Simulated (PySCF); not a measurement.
Species: cyanoallene, C₄H₃N.
InChI=1S/C4H3N/c1-2-3-4-5/h3H,1H2

Computed with PySCF 2.14.0, PBE0-D3(BJ)/def2-TZVP geometry optimisation, gas phase.

Masses are those of the commonest isotopes; rigid-rotor values at the optimised geometry. 

(1) What are A, B and C (GHz)?

(2) Classify the top.

(3) Is it planar, by Δ = Ic − Ia − Ib?

(4) Give the other two planar moments, Paa and Pbb, and the rms extents of the mass along the axes.

(5) Give the coordinates in the principal-axis frame, origin at the centre of mass.

(6) Where do the levels up to J = 5 lie, in MHz?

(7) Which lines would a microwave search look for?

(8) Estimate the classical rotational partition function at 50 K, 100 K and 298.15 K.

## Answers

(1) Ia = 19.18, Ib = 186.48, Ic = 202.17 u·Å²; 505379 MHz·u·Å²/I gives 26354, 2710 and 2500 MHz, that is A = 26.354, B = 2.7101, C = 2.4998 GHz.

(2) A near-prolate asymmetric top; Ray's κ = -0.982.

(3) Not planar: Δ = Ic − Ia − Ib = -3.49 u·Å². For a rigid frame Δ = −2 Σ m c², so Σ m c² = 1.74 u·Å² lies off the ab plane, practically all of it from hydrogen. The atom farthest from that plane is 0.93 Å away.

(4) Paa = Σ m a² = (Ib + Ic − Ia)/2 = 184.74 and Pbb = Σ m b² = (Ia + Ic − Ib)/2 = 17.43 u·Å². With the mass M = 65.03 u, the rms extents √(P/M) along a, b and c are 1.69, 0.52, 0.16 Å.

(5) The sense of each axis is arbitrary; atoms in the order of the calculation.
```json
{"atom": "C1", "mass (u)": "12.000", "a (Å)": "-2.292", "b (Å)": "-0.446", "c (Å)": "0.000"}
{"atom": "C2", "mass (u)": "12.000", "a (Å)": "-1.144", "b (Å)": "0.149", "c (Å)": "0.000"}
{"atom": "C3", "mass (u)": "12.000", "a (Å)": "0.011", "b (Å)": "0.764", "c (Å)": "0.000"}
{"atom": "C4", "mass (u)": "12.000", "a (Å)": "1.247", "b (Å)": "0.060", "c (Å)": "0.000"}
{"atom": "N5", "mass (u)": "14.003", "a (Å)": "2.263", "b (Å)": "-0.483", "c (Å)": "0.000"}
{"atom": "H6", "mass (u)": "1.008", "a (Å)": "-2.788", "b (Å)": "-0.707", "c (Å)": "0.929"}
{"atom": "H7", "mass (u)": "1.008", "a (Å)": "-2.785", "b (Å)": "-0.708", "c (Å)": "-0.931"}
{"atom": "H8", "mass (u)": "1.008", "a (Å)": "0.060", "b (Å)": "1.849", "c (Å)": "-0.002"}
```

(6) Above 0(0,0):
J = 1: 1(0,1) 5210, 1(1,1) 28854, 1(1,0) 29064
J = 2: 2(0,2) 15628, 2(1,2) 39063, 2(1,1) 39694, 2(2,1) 110627, 2(2,0) 110628
J = 3: 3(0,3) 31252, 3(1,3) 54377, 3(1,2) 55639, 3(2,2) 126257, 3(2,1) 126264, 3(3,1) 245004, 3(3,0) 245004
J = 4: 4(0,4) 52078, 4(1,4) 74793, 4(1,3) 76896, 4(2,3) 147095, 4(2,2) 147116, 4(3,2) 265846, 4(3,1) 265846, 4(4,1) 432089, 4(4,0) 432089
J = 5: 5(0,5) 78100, 5(1,5) 100311, 5(1,4) 103465, 5(2,4) 173141, 5(2,3) 173190, 5(3,3) 291901, 5(3,2) 291901, 5(4,2) 458141, 5(4,1) 458141, 5(5,1) 671882, 5(5,0) 671882
The levels of one J sum to (2J + 1)J(J + 1)(A + B + C)/3.

(7) The dipole components are |μa| = 4.25 D, |μb| = 1.35 D, |μc| = 0.00 D; the mirror of this Cs structure is the ab plane, so μc vanishes by symmetry and there are no c-type lines. Intensities carry the squares of the components, which stand as 1.00 : 0.10 (a : b). Some lines, for components of 0.1 D or more:

| type | branch | J(Ka,Kc) | MHz | lower level (cm⁻¹) |
| --- | --- | --- | --- | --- |
| a | Q | 3(1,2) ← 3(1,3) | 1262 | 1.814 |
| a | R | 2(1,1) ← 1(1,0) | 10630 | 0.969 |
| a | R | 3(1,2) ← 2(1,1) | 15944 | 1.324 |
| a | R | 4(3,2) ← 3(3,1) | 20842 | 8.172 |
| a | R | 4(1,3) ← 3(1,2) | 21257 | 1.856 |
| b | Q | 4(1,3) ← 4(0,4) | 24818 | 1.737 |
| a | R | 5(2,4) ← 4(2,3) | 26046 | 4.907 |
| a | R | 5(4,1) ← 4(4,0) | 26053 | 14.413 |
| b | R | 4(3,2) ← 3(2,1) | 139583 | 4.212 |
| b | R | 4(3,1) ← 3(2,2) | 139590 | 4.211 |
| b | R | 4(4,1) ← 3(3,0) | 187085 | 8.172 |
| b | Q | 5(5,0) ← 5(4,1) | 213741 | 15.282 |

(8) Point group Cs, symmetry number σ = 1; q = (√π/σ)·√((kT/h)³/(ABC)), k/h = 20836.6 MHz/K: 4460 at 50 K, 12600 at 100 K, 65000 at 298.15 K.

PBE0-D3(BJ)/def2-TZVP frequencies: not computed here. No vibrational averaging or centrifugal distortion is included, and the geometry carries the error of its method. Quadrupole hyperfine structure (14N) is left out.

The run took 35 s wall on one thread, Intel Xeon 6975P-C (x86_64), shared host with 192 logical CPUs at a one-minute load of 48, and the process peaked at 0.66 GiB of memory. These figures are those of the optimisation.
